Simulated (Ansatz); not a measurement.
# Predicting a hybrid from its neighbours: C4H11P

C4H11P: 16 atoms, total charge 0, spin state singlet. As SMILES, `CC(C)(C)P`. Geometry: relaxed at PBE0-D4/def2-TZVP. This is one conformer, not always the lowest.

The HOMO–LUMO gap y, in eV, basis 6-31G(d); a is the functional's share of exact exchange. Programs: Ansatz 0.2.0.

| functional | program | a | y (eV) |
| --- | --- | --- | --- |
| BLYP | Ansatz | 0 | 5.87 |
| revPBE | Ansatz | 0 | 5.95 |
| B3LYP | Ansatz | 0.2 | ? |
| r2SCAN0 | Ansatz | 0.25 | 8.27 |
| PBE0 | Ansatz | 0.25 | 7.97 |
| BHLYP | Ansatz | 0.5 | 10.02 |

**Question.** Fit y = c + s·a to the known rows and predict B3LYP.

**Answer.** 
1. Means of the 5 rows: a = 0.2000, y = 7.616.
2. Σ(Δa)² = 0.175, Σ(Δa·Δy) = 1.454, so the slope is 1.454/0.175 = 8.3086.
3. Intercept: 7.616 − (8.3086) × 0.2000 = 5.954. The largest residual of the fit is 0.24.
4. B3LYP: 5.954 + (8.3086) × 0.2 = 7.62 eV.

The run gave 7.54 eV, so the prediction is off by +0.08 eV, within the largest residual. Exact exchange lowers occupied levels and raises empty ones. The rows mix families of semi-local functionals, which the line can't see.
